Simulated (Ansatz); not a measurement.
# NH3 (singlet): from Hartree-Fock to the top rungs, cc-pVQZ

Aim: climb from Hartree-Fock through coupled cluster and multireference methods for NH3 (singlet) at one geometry and basis, and see what each rung misses.

Computed with Ansatz 0.2.0, Gaussian basis. Level: cc-pVQZ, core rule «outside noble gas», up to 1 orbitals frozen.

To be run: UHF; CCSD(T) on RHF; BCCD(T) on RHF; CCSDT(Q) on RHF; CASSCF and MRCISD+Q, 8 electrons in 7 orbitals; CASSCF and MRCISD+Q(relaxed), 8 electrons in 7 orbitals; CASSCF and NEVPT2, 8 electrons in 7 orbitals.

10 further runs of the same task are left out: 1 that didn't finish, 9 set aside as unsound or not needed.

**1. What is computed**

The geometry is an MP2(full)/6-31G* stationary point (not a proven minimum).

4 atoms, charge 0, spin multiplicity 1.

Atoms are counted from 1 here; the program's logs count them from 0.

Bond lengths: N1–H2 1.017 Å, N1–H3 1.017 Å, N1–H4 1.017 Å. Angles: H2–N1–H3 106.3°, H2–N1–H4 106.3°, H3–N1–H4 106.3°.

As a file:

```xyz
4

N     0.0000    0.0000    0.0689
H     0.0000    0.9397   -0.3194
H     0.8138   -0.4699   -0.3194
H    -0.8138   -0.4699   -0.3194
```

**2. UHF**

File in.yaml:

```yaml
crystal:
  periodic: [false, false, false]
  atoms:
    - {symbol: N, position_ang: [0.000000, 0.000000, 0.068943]}
    - {symbol: H, position_ang: [0.000000, 0.939731, -0.319354]}
    - {symbol: H, position_ang: [0.813831, -0.469865, -0.319354]}
    - {symbol: H, position_ang: [-0.813831, -0.469866, -0.319353]}
basis:
  gaussian: {orbitals: cc-pVQZ}
magnetization: {spin_polarized: true, initial_magnetization: 0}
hamiltonian: {xc: hf}
output: {orbitals: {seedname: orbitals}}
```

Run with:

```sh
$ ansatz run in.yaml --threads 1 --pin off --events-out ev --progress --plain --max-ram 3020MiB --backend cpu
```

Further steps of the session: CCSD(T) on RHF; BCCD(T) on RHF; CCSDT(Q) on RHF; CASSCF and MRCISD+Q, 8 electrons in 7 orbitals; CASSCF and MRCISD+Q(relaxed), 8 electrons in 7 orbitals; CASSCF and NEVPT2, 8 electrons in 7 orbitals.

Q: Predict the results of all the runs planned. Wanted: RCCSDT(Q) below the RHF energy; RMP2 from RCCSDT(Q); RCCSD from RCCSDT(Q); RCCSD(T) from RCCSDT(Q); NEVPT2 valence from RCCSDT(Q); MRCISD+Q valence from RCCSDT(Q); MRCISD+Q(relaxed) valence from RCCSDT(Q); T1 diagnostic; effectively unpaired electrons.

**Answer**, as computed:

| quantity | value |
| --- | --- |
| RCCSDT(Q) below the RHF energy | -7.3691 eV |
| RMP2 from RCCSDT(Q) | +516.1 meV |
| RCCSD from RCCSDT(Q) | +251.8 meV |
| RCCSD(T) from RCCSDT(Q) | +13.7 meV |
| NEVPT2 valence from RCCSDT(Q) | +925.2 meV |
| MRCISD+Q valence from RCCSDT(Q) | +33.6 meV |
| MRCISD+Q(relaxed) valence from RCCSDT(Q) | +13.2 meV |
| levels within 1 kcal/mol (43 meV) | RCCSD(T), BCCD(T), RCCSDT, MRCISD+Q valence, MRCISD+Q(relaxed) valence |
| T1 diagnostic | 0.007 |
| effectively unpaired electrons | 0.01 |

RCCSD(T) misses by +13.7 meV, 0.2 % of the correlation energy. One determinant dominates. Of the multireference levels listed MRCISD+Q(relaxed) valence comes nearest in total energy (+13.2 meV), which doesn't show that its space is the better one. These misses are within one basis, not against nature.
